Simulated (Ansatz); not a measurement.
**Active spaces for Si₂H₆, singlet**

Program: Ansatz, Gaussian basis, development build; CASPT2, NEVPT3, NEVPT4(SD) by development code. Basis cc-pV(D+d)Z on Si, cc-pVDZ on H, nonrelativistic, 10 orbitals frozen in the corrections. State-specific CASSCF; RHF is the lowest restricted (open-shell) Hartree–Fock solution met. Letters tell apart solutions met in one space. Solutions may break the symmetry of the shape. No proof that the lowest CASSCF solution was found.

Geometry:

```xyz
8

Si    0.0000    0.0000    1.1677
Si    0.0000    0.0000   -1.1677
H     0.0000    1.3933    1.6860
H    -1.2066   -0.6966    1.6860
H     1.2066   -0.6966    1.6860
H     0.0000   -1.3933   -1.6860
H    -1.2066    0.6966   -1.6860
H     1.2066    0.6966   -1.6860
```

CASSCF less RHF, in eV, and natural occupations:

```csv
CAS,CASSCF,occupations
"(2,2) a",-0.362,"1.98, 0.02"
"(2,2) b",-0.232,"1.99, 0.01"
```

(1) What totals less RHF do the corrections give on each solution?

(2) In CAS(2,2), is the solution lowest in CASSCF also lowest after SC-NEVPT2?

(3) How do single-reference totals in the same basis and frozen core stand against SC-NEVPT2 in CAS(2,2) a?

(4) Roughly how much CPU time does a whole run from the default start take (median of such runs, summed over threads; nearly all runs on one pinned thread of a shared server, mostly Xeon at 2.3 to 2.6 GHz, by a development driver)?

Answers

(1) 

```csv
CAS,SC-NEVPT2,FIC-NEVPT2,NEVPT3,NEVPT4(SD),CASPT2 (IPEA 0)
"(2,2) a",-5.789,-5.790,-6.937,-7.286,-5.912
"(2,2) b",-5.735,-5.737,-6.901,-7.266,-5.854
```

(2) Yes: (2,2) a stays lowest, 0.05 eV under the next.

(3) CCSD(T) -1.619 eV, CCSDT -1.652 eV. Coupled cluster stands on the determinant that it favours, which can lie over the RHF solution above, and is in doubt where the occupations are far from 0, 1 and 2.

(4) CAS(2,2) a: about 2 s; CAS(2,2) b: about 5.1 s. Other jobs ran beside these, and the count of passes differs.
